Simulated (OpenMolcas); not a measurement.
# One shape, several levels: singlet CF+

Wanted: a comparison of 6 runs (B3LYP/6-31G*, B2PLYP/cc-pVTZ, PBE0/cc-pVTZ, r2SCAN/cc-pVTZ, revPBE/cc-pVTZ, CCSD(T)/cc-pVTZ) of singlet CF+. 

The results are computed with OpenMolcas 26.06.

1 further run of the same task is left out (set aside as unsound or not needed).

## Step 1: The molecule

The species is CF+ (2 atoms), meant as a singlet with charge +1. SMILES of the parent species: `[C]F`. The coordinates come from a PBE0-D4/def2-TZVP relaxation. That shape belongs to the parent species and isn't relaxed for this state.

Bond lengths: C1–F2 1.268 Å.

## Step 2: The energy at B3LYP/6-31G(d) (spherical functions) (run 1)

The input, input.xyz:

```xyz
2

C      0.000000     0.000000     0.003080
F      0.000000     0.000000     1.271320
```

The input, calc.inp:

```
* CF Kohn-Sham DFT

&GATEWAY
  BasLib=$CurrDir
  Coord=input.xyz
  Basis=6-31Gs
  Group=NoSym

&SEWARD
  GridInput
  Grid=UltraFine
  End of Grid

&SCF
  Charge=1
  KSDFT=B3LYP
  Thresholds=1e-10 1e-07 1e-07 1e-05
  PrOrbitals=0
```

The basis set 6-31G* is read from a file made from the Basis Set Exchange's data (not shown).

On the command line:

```bash
$ export MOLCAS_MEM=1860
$ pymolcas calc.inp > calc.log
```

What it wrote:

```text
--- Start Module: gateway ---
[...]
--- Stop Module: gateway /rc=_RC_ALL_IS_WELL_ ---
--- Start Module: seward ---
[...]
      Basis functions           28
--- Stop Module: seward /rc=_RC_ALL_IS_WELL_ ---
--- Start Module: scf ---
[...]
       Convergence after  15 Iterations
[...]
::    Total KS-DFT energy                            -137.4214100191
[...]
      Total spin, S                                     0.0000000000
[...]
      Total electronic charge=   14.000000
      Total            charge=    1.000000
[...]
      Dipole Moment (debye):
      Origin of the operator (angstrom)=    0.0000    0.0000    0.7804
                   X= -8.4421E-17               Y=  4.3253E-16               Z= -1.6679E+00           Total=  1.6679E+00
      Center of Charge (angstrom)
[...]
--- Stop Module: scf /rc=_RC_ALL_IS_WELL_ ---
[...]
```

It took 4.5 s on 1 thread of Arm Neoverse V1, shared host; peak memory 0.37 GiB.

## Step 3: The energy at B2PLYP/cc-pVTZ (run 2)

The input, calc.input:

```
&GATEWAY
 BASLIB = $CurrDir
 COORD
 2
 bohr
 C      0.00000000     0.00000000     0.00582036
 F      0.00000000     0.00000000     2.40244662
 BASIS = cc-pVTZ
 GROUP = NoSym

&SEWARD
 GRIDINPUT
 Grid=UltraFine
 End of Grid

&SCF
 CHARGE = 1
 KSDFT = B2PLYP_SCF
 THRESHOLDS = 1e-10 1e-07 1e-07 1e-05
 PRORBITALS = 1 1

&MBPT2
 FROZEN = 2
```

The basis set cc-pVTZ is read from a file made from the Basis Set Exchange's data (not shown).

On the command line:

```bash
$ export MOLCAS_MEM=1860
$ pymolcas calc.input > calc.log
```

What it wrote:

```text
--- Start Module: gateway ---
[...]
--- Stop Module: gateway /rc=_RC_ALL_IS_WELL_ ---
[...]
      Basis functions           60
[...]
--- Start Module: scf ---
[...]
       Convergence after  16 Iterations
[...]
::    Total KS-DFT energy                            -137.2767397598
[...]
      Total spin, S                                     0.0000000000
[...]
      Total electronic charge=   14.000000
      Total            charge=    1.000000
[...]
      Dipole Moment (debye):
      Origin of the operator (angstrom)=    0.0000    0.0000    0.7804
                   X= -6.9321E-16               Y=  2.9183E-16               Z= -1.9523E+00           Total=  1.9523E+00
      Center of Charge (angstrom)
[...]
--- Stop Module: scf /rc=_RC_ALL_IS_WELL_ ---
[...]
--- Start Module: mbpt2 ---
[...]
 ###    WARNING: MP2 implementation intended for RHF references only         ###
 ###############################################################################
MBPT2 WARNING: Reference function according to RunFile:KS-DFT
I'll assume you know what you're doing and continue
WARNING!
Default frozen orbitals as non valence orbitals is overwritten by user input.
Default values:   2
[...]
       Reference weight ( Cref**2 )         =        0.86480
::    Total MBPT2 energy                             -137.7261304031
[...]
      Total MBPT2 calculations                           0.05      0.05
--- Stop Module: mbpt2 /rc=_RC_ALL_IS_WELL_ ---
[...]
```

Wall time 7.5 s (1 thread of Arm Neoverse V1, shared host); peak memory 0.39 GiB.

Runs 3 to 4 aren't shown in full; the table further down has their settings and results.

## Step 4: A single-point energy at revPBE/cc-pVTZ (run 5)

The input, mol.input:

```
>>> EXPORT MOLCAS_PRINT=2
&gateway
baslib=$CurrDir
basisset
C.cc-pVTZ....
C1 0.000000 0.000000 0.003080 angstrom
End of Basis
basisset
F.cc-pVTZ....
F2 0.000000 0.000000 1.271320 angstrom
End of Basis
&seward
gridinput
Grid=UltraFine
End of Grid
&scf
charge=1
ksdft=revPBE
thresholds=1e-10 1e-07 1e-07 1e-05
prorbitals=1 1
```

The basis set cc-pVTZ is read from a file made from the Basis Set Exchange's data (not shown).

On the command line:

```bash
$ export MOLCAS_MEM=1860
$ pymolcas mol.input > mol.log
```

What it wrote:

```text
--- Start Module: gateway ---
[...]
--- Stop Module: gateway /rc=_RC_ALL_IS_WELL_ ---
--- Start Module: seward ---
[...]
      Basis functions           60
--- Stop Module: seward /rc=_RC_ALL_IS_WELL_ ---
--- Start Module: scf ---
[...]
       Convergence after  16 Iterations
[...]
::    Total KS-DFT energy                            -137.4429311377
[...]
      Total spin, S                                     0.0000000000
[...]
      Total electronic charge=   14.000000
      Total            charge=    1.000000
[...]
      Dipole Moment (debye):
      Origin of the operator (angstrom)=    0.0000    0.0000    0.7804
                   X=  1.3396E-14               Y= -4.4462E-17               Z= -1.5242E+00           Total=  1.5242E+00
      Center of Charge (angstrom)
[...]
--- Stop Module: scf /rc=_RC_ALL_IS_WELL_ ---
[...]
```

Wall time 7.5 s (1 thread of Arm Neoverse V1, shared host); peak memory 0.39 GiB.

## Step 5: A single-point energy at CCSD(T)/cc-pVTZ (run 6)

The input, mol.xyz:

```xyz
2

C      0.000000     0.000000     0.003080
F      0.000000     0.000000     1.271320
```

The input, job.input:

```
* CF CCSD(T)
>>> EXPORT MOLCAS_PRINT=2

&GATEWAY
  BASLIB = $CurrDir
  COORD = mol.xyz
  BASIS = cc-pVTZ
  GROUP = NoSym

&SEWARD

&SCF
  CHARGE = 1
  THRESHOLDS = 1e-10 1e-07 1e-07 1e-05
  PRORBITALS = 1 2

&RASSCF
  FILEORB = $Project.ScfOrb
  SPIN = 1
  NACTEL = 0 0 0
  INACTIVE = 7
  RAS2 = 0
  OUTORBITALS = Canonical
  ORBLISTING = Nothing

&MOTRA
  JOBIPH
  FROZEN = 2

&CCSDT
  CCT
  TRIPLES = 2
  ITERATIONS = 80
  ACCURACY = 1e-08
  EXTRAPOLATION = 5 4
```

The basis set cc-pVTZ is read from a file made from the Basis Set Exchange's data (not shown).

On the command line:

```bash
$ export MOLCAS_MEM=1860
$ pymolcas job.input > job.log
```

What it wrote:

```text
--- Start Module: gateway ---
[...]
--- Stop Module: gateway /rc=_RC_ALL_IS_WELL_ ---
[...]
      Basis functions           60
[...]
       Convergence after  14 Iterations
[...]
::    Total SCF energy                               -136.8747601644
[...]
      Total spin, S                                     0.0000000000
[...]
      Number of active orbitals                  0
[...]
      Spin quantum number                      0.0
[...]
      Active orbitals                            0
[...]
      Number of CSFs                             1
[...]
      Number of root(s) required                 1
[...]
      Convergence after  4 iterations
[...]
      Natural orbitals and occupation numbers for root  1
      ************************************************************************************************************************
      *                                                    Final results                                                     *
      ************************************************************************************************************************
[...]
::    RASSCF root number  1 Total energy:   -136.87476016
[...]
      Total electronic charge=   14.000000
      Total            charge=    1.000000
[...]
      Dipole Moment (debye):
      Origin of the operator (angstrom)=    0.0000    0.0000    0.7804
                   X= -1.9502E-16               Y=  2.0161E-16               Z= -2.2270E+00           Total=  2.2270E+00
      Center of Charge (angstrom)
[...]
--- Start Module: motra ---
[...]
      *** WARNING: Default frozen orbitals is overwritten by user input.
      *** Default values:   2
[...]
--- Stop Module: motra /rc=_RC_ALL_IS_WELL_ ---
--- Start Module: ccsdt ---
[...]
      Convergence after                    17  Iterations
      Total energy (diff) :    -137.24463723       0.00000000
[...]
 METHOD                       : CCSD+T(CCSD)+<T3(1)WT1> = CCSD(T)
[...]
       CCSD     =      -137.2446372260723
[...]
--- Stop Module: ccsdt /rc=_RC_ALL_IS_WELL_ ---
[...]
```

Wall time 6.3 s (1 thread of Arm Neoverse V1, shared host); peak memory 0.39 GiB.

## Step 6: The series

| run | level | frozen core orbitals | integration grid | energy (Eh) | HOMO energy (eV) | LUMO energy (eV) | HOMO–LUMO gap (eV) | wall time |
| --- | --- | --- | --- | --- | --- | --- | --- | --- |
| 1 | B3LYP/6-31G* (spherical functions) | – | UltraFine | -137.421410 | -22.04 | -13.71 | 8.33 | 4.5 s |
| 2 | B2PLYP/cc-pVTZ | 2 | UltraFine | -137.398075 | -24.08 | -11.54 | 12.54 | 7.5 s |
| 3 | PBE0/cc-pVTZ | – | UltraFine | -137.329008 | -22.34 | -13.36 | 8.98 | 7.5 s |
| 4 | r2SCAN/cc-pVTZ | – | UltraFine | -137.408675 | -21.00 | -14.45 | 6.55 | 9.3 s |
| 5 | revPBE/cc-pVTZ | – | UltraFine | -137.442931 | -20.50 | -14.62 | 5.89 | 7.5 s |
| 6 | CCSD(T)/cc-pVTZ | 2 | – | -137.261604 | -26.83 | -8.37 | 18.46 | 6.3 s |

## Step 7: Outcome

| quantity | value |
| --- | --- |
| run 6: total energy | -137.26160 Eh |
| run 6: HOMO energy (Hartree–Fock orbitals) | -26.83 eV |
| run 6: LUMO energy (Hartree–Fock orbitals) | -8.37 eV |
| run 6: HOMO–LUMO gap (Hartree–Fock orbitals) | 18.46 eV |
| run 6: correlation energy (2 core orbitals frozen) | -386.8 mEh |
| run 6: (T) correction | -16.97 mEh |

In words: Over runs 1, 2, 3, 4, 5 the HOMO–LUMO gap runs from 5.89 eV (revPBE/cc-pVTZ) to 12.54 eV (B2PLYP/cc-pVTZ). A double hybrid's value is that of its SCF part. For B2PLYP the log adds the whole second-order term; the table takes 0.27 of it, as the functional is defined. Totals of different functionals can't be ranked against each other. All runs together took 43 s, the longest 9.3 s.
